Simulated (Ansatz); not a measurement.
Cost and result for the atomization energy of C$_{3}$H$_{4}$N$_{2}$, SMILES `NC1=C=CN1` (9 atoms, 9 bonds).

Cartesian coordinates in Å:
```
N -1.222 0.843 0.167
C 0.035 0.443 0.156
C 1.131 0.816 -0.699
C 1.335 -0.515 -0.443
N 0.495 -0.753 0.771
H -1.928 0.385 0.716
H -1.469 1.647 -0.386
H 1.803 -1.342 -0.973
H -0.179 -1.525 0.691
```

Total charge 0; spin multiplicity 1. The structure was optimised at the PBE0-D4/def2-TZVP level. It is one conformer, not always the lowest. Program: Ansatz. All runs use 2 threads of an Arm Neoverse N1 on a shared host. Times are those of one run each, without the atoms' runs, and a repeat can differ threefold. Electronic energies, without spin–orbit coupling; frozen cores. CCSD(T)/CBS adds CCSD(T) − MP2 in def2-TZVPP to the MP2 limit, and its time is that of the two runs behind it. T1 = 0.014. B3LYP takes the VWN-RPA correlation (the form of Gaussian; ORCA's B3LYP/G). HSE06 is the plane-wave form, built on full-range PBE exchange.

CCSD(T)/CBS is a level of theory with its own doubt, some kJ/mol a heavy atom from the limit and from the frozen cores, so smaller differences don't rank the functionals.

```tsv
level	functions	wall time
BLYP-D4/def2-TZVPP	211	4 s
PBE0-D4/def2-TZVPP	211	4.9 s
BHLYP-D4/def2-TZVPP	211	5.5 s
HSE06-D4/def2-TZVPP	211	6 s
B3LYP-D4/def2-TZVPP (with forces)	211	8 s
CCSD(T)/def2-SVP	90	8 s
r2SCAN-D4/def2-TZVPP (with forces)	211	10 s
B2PLYP/def2-TZVPP	211	11 s
B97M-V/def2-TZVPP	211	18 s
ωB97M-V/def2-TZVPP (with forces)	211	21 s
MP2/def2-QZVPP	405	40 s
CCSD(T)/def2-TZVPP	211	3 min
CCSD(T)/CBS(def2)	–	3.7 min
```

Q: What atomization energy does each give, and how far from CCSD(T)/CBS? (Estimate.)

A: Ansatz gave: 
```csv
level,atomization (kJ/mol),difference from CCSD(T)/CBS,per bond
BLYP-D4/def2-TZVPP,3623.0,73.3,8.1
PBE0-D4/def2-TZVPP,3632.5,82.8,9.2
BHLYP-D4/def2-TZVPP,3397.9,-151.8,-16.9
HSE06-D4/def2-TZVPP,3637.1,87.4,9.7
B3LYP-D4/def2-TZVPP (with forces),3583.4,33.7,3.7
CCSD(T)/def2-SVP,3328.7,-221.0,-24.6
r2SCAN-D4/def2-TZVPP (with forces),3577.7,28.0,3.1
B2PLYP/def2-TZVPP,3536.2,-13.5,-1.5
B97M-V/def2-TZVPP,3587.4,37.7,4.2
ωB97M-V/def2-TZVPP (with forces),3597.2,47.5,5.3
MP2/def2-QZVPP,3607.2,57.5,6.4
CCSD(T)/def2-TZVPP,3426.0,-123.7,-13.7
CCSD(T)/CBS(def2),3549.7,0.0,0.0
```

From PBE to PBE0 (25 % exact exchange), in def2-TZVPP and without D4, the atomization energy moves by −131.3 kJ/mol: exact exchange takes away binding that semilocal exchange gives to molecules. The D4 term adds +25.2 kJ/mol with B3LYP and +12.9 kJ/mol with PBE0; it sums over pairs of atoms, weighted by their polarisabilities, and B3LYP, whose exchange is more repulsive, gets the larger term. At CCSD(T), def2-SVP lies −221.1 kJ/mol from the extrapolated value and def2-TZVPP −123.7 kJ/mol: correlation converges slowly with the basis, and small sets miss more of it in the bonded molecule than in its fragments.
